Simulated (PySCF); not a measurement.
**Telling isomers of C4H5NO apart by NMR**

Level of theory: couplings computed with B3LYP/pcJ-1 (spin–dipole term left out of most H,H and C,H couplings), GIAO PBE0/pcSseg-1 shieldings, coordinates at the GFN2-xTB level, in PySCF 2.14 (non-relativistic Hamiltonian, single conformer, no solvent model, fast rotation and ring inversion assumed for equivalent nuclei).

Scale: ¹H (31.72 ppm) and ¹³C (186.93 ppm) vs TMS (reference shieldings calculated alike). Multiplet labels drop J under 1 Hz and among equivalent protons, and merge close values. Unscaled 3J(H,H) run several per cent high. Shifts are as computed. Against solution values, carbons near 30 ppm lie about +3 ppm off and those near 130 ppm about +5 ppm. Of 1211 compounds with measured shifts, 218 miss one by over three times the rms of a fit or turn the order of signals round; such compounds aren't used in these exercises. OH and NH positions are gas-phase values without hydrogen bonding to other molecules.

(1) Tabulate the signals of `Nc1ccco1`, `CC(=O)CC#N`, `O=C=NC1CC1` and their relative energies.

(2) What is the quickest way to tell CC(=O)CC#N from O=C=NC1CC1?

(3) What is the quickest way to tell Nc1ccco1 from CC(=O)CC#N?

(4) What is the quickest way to tell Nc1ccco1 from O=C=NC1CC1?

## Answers

(1) 
```json
{"SMILES": "Nc1ccco1", "carbon types": "1×C 3×CH", "δC": "162.1, 135.2, 118.7, 88.1", "δH": "6.87 (d, 1H), 6.49 (dd, 1H), 5.34 (d, 1H), 3.44 (br s, 2H)", "E rel. (kcal/mol)": "1.2"}
{"SMILES": "CC(=O)CC#N", "carbon types": "2×C 1×CH2 1×CH3", "δC": "201.9, 120.2, 33.2, 30.0", "δH": "3.11 (s, 2H), 2.54 (s, 3H)", "E rel. (kcal/mol)": "0.0"}
{"SMILES": "O=C=NC1CC1", "carbon types": "1×C 1×CH 2×CH2", "δC": "118.8, 24.3, 12.4", "δH": "2.28 (tt, 1H), 0.78 (m, 2H), 0.56 (m, 2H)", "E rel. (kcal/mol)": "4.9"}
```

Energies are electronic energies at PBE0/pcSseg-1 on these geometries, without zero-point or thermal terms, each for the one conformer computed, which needn't be the lowest.

(2) Count the carbon signals: 4 against 3. The first has a ketone carbonyl carbon (C) at 201.9 ppm, the second a three-membered-ring carbon (CH) at 24.3 ppm. Their most deshielded carbons lie at 201.9 and 118.8 ppm. In the proton spectra the most deshielded non-exchanging signals are 3.11 (s, 2H) and 2.28 (tt, J = 8.1, 4.2 Hz, 1H).

(3) Both give the same number of carbon signals, but DEPT or the intensities differ. The first has an aromatic CH next to the ring oxygen at 135.2 ppm, the second an sp3 CH2 α to a carbonyl at 33.2 ppm. Their most deshielded carbons lie at 162.1 and 201.9 ppm. In the proton spectra the most deshielded non-exchanging signals are 6.87 (d, J = 2.6 Hz, 1H) and 3.11 (s, 2H).

(4) Count the carbon signals: 4 against 3. The first has an aromatic CH next to the ring oxygen at 135.2 ppm, the second a three-membered-ring carbon (CH) at 24.3 ppm. Their most deshielded carbons lie at 162.1 and 118.8 ppm. In the proton spectra the most deshielded non-exchanging signals are 6.87 (d, J = 2.6 Hz, 1H) and 2.28 (tt, J = 8.1, 4.2 Hz, 1H).
